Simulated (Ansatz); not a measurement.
Geometry optimisation, Ansatz, RHF/def2-SVP.

The input (input.yaml):

```yaml
crystal:
  periodic: [false, false, false]
  atoms:
    - { symbol: Si, position_ang: [-0.095073, 0.228048, 0.172299] }
    - { symbol: "N", position_ang: [-0.05126, 0.108427, 1.958009] }
    - { symbol: H, position_ang: [-0.94261, 0.123012, 2.420856] }
    - { symbol: H, position_ang: [0.562409, 0.755608, 2.420259] }
    - { symbol: H, position_ang: [1.278697, 0.320302, -0.344978] }
    - { symbol: H, position_ang: [-0.808647, 1.464222, -0.259262] }
    - { symbol: H, position_ang: [-0.872531, -0.903947, -0.365868] }
    - { symbol: O, position_ang: [1.31037, -2.227918, 0.771787] }
    - { symbol: H, position_ang: [0.7845, -3.001847, 0.634826] }
    - { symbol: H, position_ang: [1.006845, -1.855209, 1.61507] }
basis:
  gaussian: { orbitals: def2-SVP }
hamiltonian:
  xc: hf
relax:
  f_tol: 0.03
  max_steps: 50
```

Launched with:

```bash
$ ansatz run input.yaml --threads 1 --pin off --max-ram 2048MiB --backend cpu --events-out ev --progress --plain --runs-dir out
```

**Question.** Where does it end, and by what steps?

**Answer.** It converged. The force dipped under the threshold on the way, but the program's further checks kept it going. After 14 steps the energy has fallen by 0.144 eV; O8 moved furthest, 0.56 Å.

```json
{"step": "0", "energy less start (eV)": "0.0000", "largest force component (eV/Å)": "1.137", "accepted": "yes"}
{"step": "1", "energy less start (eV)": "-0.0421", "largest force component (eV/Å)": "1.669", "accepted": "yes"}
{"step": "2", "energy less start (eV)": "-0.0658", "largest force component (eV/Å)": "2.089", "accepted": "yes"}
{"step": "3", "energy less start (eV)": "0.0216", "largest force component (eV/Å)": "3.117", "accepted": "no"}
{"step": "4", "energy less start (eV)": "-0.1238", "largest force component (eV/Å)": "0.385", "accepted": "yes"}
{"step": "5", "energy less start (eV)": "-0.1344", "largest force component (eV/Å)": "0.347", "accepted": "yes"}
{"step": "6", "energy less start (eV)": "-0.1262", "largest force component (eV/Å)": "0.853", "accepted": "no"}
{"step": "7", "energy less start (eV)": "-0.1382", "largest force component (eV/Å)": "0.162", "accepted": "yes"}
{"step": "8", "energy less start (eV)": "-0.1415", "largest force component (eV/Å)": "0.032", "accepted": "yes"}
{"step": "9", "energy less start (eV)": "-0.1400", "largest force component (eV/Å)": "0.139", "accepted": "no"}
{"step": "10", "energy less start (eV)": "-0.1426", "largest force component (eV/Å)": "0.021", "accepted": "yes"}
{"step": "11", "energy less start (eV)": "-0.1434", "largest force component (eV/Å)": "0.081", "accepted": "yes"}
{"step": "12", "energy less start (eV)": "-0.1435", "largest force component (eV/Å)": "0.129", "accepted": "yes"}
{"step": "13", "energy less start (eV)": "-0.1440", "largest force component (eV/Å)": "0.043", "accepted": "yes"}
{"step": "14", "energy less start (eV)": "-0.1441", "largest force component (eV/Å)": "0.018", "accepted": "yes"}
```

```xyz
10
Properties=species:S:1:pos:R:3
Si -0.197 0.444 0.095
N -0.034 0.048 1.784
H -0.868 -0.106 2.321
H 0.621 0.578 2.330
H 1.158 0.536 -0.484
H -0.899 1.730 -0.159
H -0.983 -0.630 -0.552
O 1.503 -2.570 1.174
H 0.825 -3.193 0.963
H 1.048 -1.826 1.551
```

Whether the end is a true minimum wasn't checked by a vibrational analysis.

The run took 16 s on 1 thread of Arm Neoverse V2 (shared host), peak memory 0.13 GiB.
